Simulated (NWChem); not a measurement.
**C2H4F2 (1,1-difluoroethane): levels of theory compared**

Wanted: a comparison of 4 runs (B2PLYP/6-311+G**, CAM-B3LYP/6-311+G**, M06-2X/6-311+G**, wB97X/6-311+G**) of C2H4F2 (1,1-difluoroethane). 

The calculation is run with NWChem 7.3.0.

## (1) The system as given

C2H4F2: 8 atoms, total charge 0, spin state singlet. SMILES: `CC(F)F`. Geometry: relaxed at PBE0-D4/def2-TZVP.

Bond lengths: C1–C2 1.497 Å, C2–F3 1.361 Å, C2–F4 1.361 Å, C1–H5 1.091 Å, C1–H6 1.091 Å, C1–H7 1.090 Å, C2–H8 1.095 Å. Some angles: C1–C2–F3 110.3°, C1–C2–F4 110.3°, F3–C2–F4 107.0°, C1–C2–H8 114.0°, F3–C2–H8 107.5°, F4–C2–H8 107.5°, C2–C1–H5 109.4°, C2–C1–H6 109.9°, C2–C1–H7 109.9°, H5–C1–H6 109.3°.

## (2) A single-point energy at B2PLYP/6-311+G(d,p) (run 1)

The input, test.nw:

```
start test
title "C2H4F2 energy"
memory 2200 mb

geometry units angstrom noautosym nocenter noautoz
 C      0.003300     0.777600     0.023300
 C     -0.052000    -0.718200    -0.008200
 F      0.925500    -1.243400     0.779100
 F      0.168200    -1.172100    -1.271900
 H      0.981400     1.111900    -0.325400
 H     -0.157200     1.132800     1.041800
 H     -0.771000     1.190600    -0.624000
 H     -1.006100    -1.136400     0.329500
end

basis spherical bse
 C library 6-311+G**
 F library 6-311+G**
 H library 6-311+G**
end

dft
 xc hfexch 0.53 becke88 0.47 lyp 0.73 mp2 0.27
 dftmp2 semidirect
 grid fine
 convergence energy 1e-08
 iterations 100
 mulliken
 noprint "final vectors analysis"
end

mp2
 freeze core 4
end

task dft
```

On the command line:

```sh
nwchem test.nw > test.out
```

Output:

```text
[...]
          Wavefunction type:  closed shell.
          No. of atoms     :     8
          No. of electrons :    34
[...]
          Charge           :     0
          Spin multiplicity:     1
[...]
          AO basis - number of functions:   112
[...]
              XC Information
              --------------
                     Hartree-Fock (Exact) Exchange  0.530
                    Becke 1988 Exchange Functional  0.470
              Lee-Yang-Parr Correlation Functional  0.730
[...]
 d= 0,ls=0.0,diis     1   -277.8534735125 -4.11D+02  6.74D-03  8.92D-01     2.7
[...]
 d= 0,ls=0.0,diis     8   -277.9454161272 -6.99D-09  8.51D-07  4.95D-08    17.6
         Total DFT energy =     -277.945416127164
      One electron energy =     -647.023142022725
           Coulomb energy =      269.249301170300
    Exchange-Corr. energy =      -32.882166807739
 Nuclear repulsion energy =      132.710591533000
[...]
      Total Density - Mulliken Population Analysis
     ---------------------------------------------
    Atom       Charge   Shell Charges
 -----------   ------   -------------------------------------------------------
    1 C    6     6.37   1.10  0.89  0.64  0.73  1.56  0.49  0.89  0.05 -0.02  0.05
    2 C    6     5.87   1.10  0.89  0.56  0.77  1.43  0.32  0.47  0.09  0.03  0.20
    3 F    9     9.18   1.08  0.92  1.17  1.09  2.38  0.89  1.69 -0.06  0.04  0.01
    4 F    9     9.18   1.08  0.92  1.17  1.09  2.38  0.89  1.69 -0.06  0.04  0.01
    5 H    1     0.84   0.27  0.48  0.06  0.02
    6 H    1     0.85   0.27  0.49  0.06  0.02
    7 H    1     0.85   0.27  0.49  0.06  0.02
    8 H    1     0.85   0.28  0.49  0.06  0.02
[...]
  Basis functions       =    112
[...]
```

Wall time 22 s (1 thread of Intel Xeon Platinum 8488C (Sapphire Rapids), shared host); peak memory 0.4 GiB.

## (3) Energy and gradient at CAM-B3LYP/6-311+G(d,p) (run 2)

The input, work.nw:

```
start work
memory 2200 mb

geometry noautosym nocenter noautoz
C        0.003300       0.777600       0.023300
C       -0.052000      -0.718200      -0.008200
F        0.925500      -1.243400       0.779100
F        0.168200      -1.172100      -1.271900
H        0.981400       1.111900      -0.325400
H       -0.157200       1.132800       1.041800
H       -0.771000       1.190600      -0.624000
H       -1.006100      -1.136400       0.329500
end

basis spherical bse
* library 6-311+G**
end

dft
xc xcamb88 1.00 lyp 0.81 vwn_5 0.19 hfexch 1.00
cam 0.33 cam_alpha 0.19 cam_beta 0.46
mult 1
grid fine
convergence energy 1e-08
direct
iterations 100
mulliken
end

task dft gradient
```

On the command line:

```sh
nwchem work.nw > work.out
```

Output:

```text
[...]
          Wavefunction type:  closed shell.
          No. of atoms     :     8
          No. of electrons :    34
[...]
          Charge           :     0
          Spin multiplicity:     1
[...]
          AO basis - number of functions:   112
[...]
              XC Information
              --------------
                     Hartree-Fock (Exact) Exchange  1.000
                   CAM-Becke88 Exchange Functional  1.000
                      VWN V Correlation Functional  0.190 local
              Lee-Yang-Parr Correlation Functional  0.810
[...]
 d= 0,ls=0.0,diis     1   -278.2010643957 -4.11D+02  7.63D-03  1.27D+00     8.4
[...]
 d= 0,ls=0.0,diis    10   -278.3108007973 -1.16D-10  1.20D-07  5.79D-10    84.1
         Total DFT energy =     -278.310800797285
      One electron energy =     -647.002108654306
           Coulomb energy =      269.199513866503
    Exchange-Corr. energy =      -33.218797542483
 Nuclear repulsion energy =      132.710591533000
[...]
  wavefunction    = closed shell
[...]
                         DFT ENERGY GRADIENTS
    atom               coordinates                        gradient
                 x          y          z           x          y          z
   1 C       0.006236   1.469451   0.044031   -0.000442  -0.001456   0.000052
   2 C      -0.098266  -1.357201  -0.015496    0.007626  -0.003200  -0.002871
   3 F       1.748941  -2.349685   1.472286   -0.004271   0.002484  -0.003069
   4 F       0.317852  -2.214948  -2.403542   -0.001199   0.002187   0.005208
   5 H       1.854577   2.101186  -0.614917    0.000183  -0.000045  -0.000058
   6 H      -0.297065   2.140682   1.968717   -0.000072   0.000053   0.000149
   7 H      -1.456979   2.249908  -1.179189   -0.000121   0.000045  -0.000036
   8 H      -1.901253  -2.147485   0.622665   -0.001705  -0.000068   0.000625
[...]
```

It took 2 min on 1 thread of Intel Xeon Platinum 8488C (Sapphire Rapids), shared host; peak memory 0.12 GiB.

Run 3 isn't shown in full; the table further down has it.

## (4) Energy and gradient at wB97X/6-311+G(d,p) (run 4)

The input, geom.nw:

```
start geom
memory 2200 mb
charge 0

geometry noautosym nocenter noautoz
   C     0.003300    0.777600    0.023300
   C    -0.052000   -0.718200   -0.008200
   F     0.925500   -1.243400    0.779100
   F     0.168200   -1.172100   -1.271900
   H     0.981400    1.111900   -0.325400
   H    -0.157200    1.132800    1.041800
   H    -0.771000    1.190600   -0.624000
   H    -1.006100   -1.136400    0.329500
end

basis spherical bse
   C library 6-311+G**
   F library 6-311+G**
   H library 6-311+G**
end

dft
   xc wb97x
   grid fine
   convergence energy 1e-08
   iterations 100
   mulliken
end

task dft gradient
```

On the command line:

```sh
nwchem geom.nw > geom.out
```

Output:

```text
[...]
          Wavefunction type:  closed shell.
          No. of atoms     :     8
          No. of electrons :    34
[...]
          Charge           :     0
          Spin multiplicity:     1
[...]
          AO basis - number of functions:   112
[...]
              XC Information
              --------------
                       wb97x  Method XC Functional
                     Hartree-Fock (Exact) Exchange  1.000
                         wb97x Exchange Functional  1.000
                      wb97x Correlation Functional  1.000
[...]
 d= 0,ls=0.0,diis     1   -278.2317660920 -4.11D+02  6.98D-03  1.18D+00     8.5
[...]
 d= 0,ls=0.0,diis     9   -278.3345306775 -7.72D-09  9.39D-07  1.60D-09    77.0
         Total DFT energy =     -278.334530677501
      One electron energy =     -646.992448438192
           Coulomb energy =      269.196645402725
    Exchange-Corr. energy =      -33.249319175035
 Nuclear repulsion energy =      132.710591533000
[...]
  wavefunction    = closed shell
[...]
                         DFT ENERGY GRADIENTS
    atom               coordinates                        gradient
                 x          y          z           x          y          z
   1 C       0.006236   1.469451   0.044031   -0.000549  -0.002196   0.000065
   2 C      -0.098266  -1.357201  -0.015496    0.007885  -0.003029  -0.002959
   3 F       1.748941  -2.349685   1.472286   -0.005347   0.002898  -0.004038
   4 F       0.317852  -2.214948  -2.403542   -0.001378   0.002516   0.006665
   5 H       1.854577   2.101186  -0.614917   -0.000543  -0.000230   0.000203
   6 H      -0.297065   2.140682   1.968717    0.000047  -0.000119  -0.000630
   7 H      -1.456979   2.249908  -1.179189    0.000471  -0.000171   0.000468
   8 H      -1.901253  -2.147485   0.622665   -0.000587   0.000331   0.000226
[...]
```

Wall time 1.9 min (1 thread of Intel Xeon Platinum 8488C (Sapphire Rapids), shared host); peak memory 0.12 GiB.

## (5) The series

| run | level | task | frozen core orbitals | energy (Eh) | dipole moment (D) | wall time |
| --- | --- | --- | --- | --- | --- | --- |
| 1 | B2PLYP/6-311+G** | energy | 4 | -278.176588 | 2.54 | 22 s |
| 2 | CAM-B3LYP/6-311+G** | gradient | – | -278.310801 | 2.48 | 2 min |
| 3 | M06-2X/6-311+G** | gradient | – | -278.291501 | 2.48 | 34 s |
| 4 | wB97X/6-311+G** | gradient | – | -278.334531 | 2.45 | 1.9 min |

## (6) Outcome

```
                       quantity          value
            run 4: total energy  -278.33453 Eh
           run 4: dipole moment         2.45 D
             run 4: HOMO energy      -12.30 eV
             run 4: LUMO energy        2.06 eV
           run 4: HOMO–LUMO gap       14.36 eV
run 4: largest force on an atom     0.460 eV/Å
```

The dipole moment (its size) runs from 2.45 D (wB97X/6-311+G**) to 2.54 D (B2PLYP/6-311+G**). A double hybrid's value is that of its SCF part. Over runs 2, 3, 4 the HOMO–LUMO gap runs from 11.84 eV (M06-2X/6-311+G**) to 14.36 eV (wB97X/6-311+G**). Totals of different functionals can't be ranked against each other. All runs together took 4.8 min, the longest 2 min.
